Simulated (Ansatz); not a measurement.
## ClH2Si (charge -1), SMILES [SiH2-]Cl: a test of scalar relativity, step by step

With the Ansatz DFT code, driven from Python.

Input file `clh2si.xyz`:
```text
4

Si   -0.18770    0.00350    0.44190
Cl    1.78730   -0.06580   -0.10310
H    -0.75490    1.23700   -0.15990
H    -0.84470   -1.17470   -0.17890
```

Run as a notebook:

**Cell 1**
```python
import ansatz as az
import numpy as np

clh2si = az.Crystal.molecule_from_extxyz("clh2si.xyz")
```

**Cell 2**
```python
job = clh2si.calculation().functional("hf").charge(-1).forces()
# a set contracted for a scalar-relativistic Hamiltonian goes with the relativistic run
sets = {"none": "cc-pVTZ", "scalar": "cc-pVTZ-DK"}
found = {kind: job.basis(gaussian=basis).pseudopotentials(relativity=kind).run(threads=1).report for kind, basis in sets.items()}
for kind, each in found.items():
    dipole = 4.803205 * np.linalg.norm(each["charge_distribution"]["dipole_moment_e_ang"])
    print(f"{kind:7s} E = {each['free_energy_ev']:.4f} eV  dipole {dipole:.3f} D  largest force component {np.abs(each['forces_ev_ang']).max():.4f} eV/A")
print(f"relativity lowers the total energy by {found['none']['free_energy_ev'] - found['scalar']['free_energy_ev']:.3f} eV")
```
Output:
```text
none    E = -20398.6262 eV  dipole 3.198 D  largest force component 3.5754 eV/A
scalar  E = -20453.3362 eV  dipole 3.185 D  largest force component 3.5884 eV/A
relativity lowers the total energy by 54.710 eV
```

Total energies depend on the basis set; only differences at equal settings carry meaning. The geometry is a force-field or estimated start, not a minimum of this method. The basis set changes with the Hamiltonian (a set recontracted for scalar relativity), and most of the change in the total lies in the cores. An ion's dipole depends on the origin; the program takes it about the centre of nuclear charge. Anions want diffuse functions, which this basis lacks. The whole script took 2.4 s on 1 thread of Arm Neoverse V2, with other jobs on the host, peak memory 0.22 GiB.
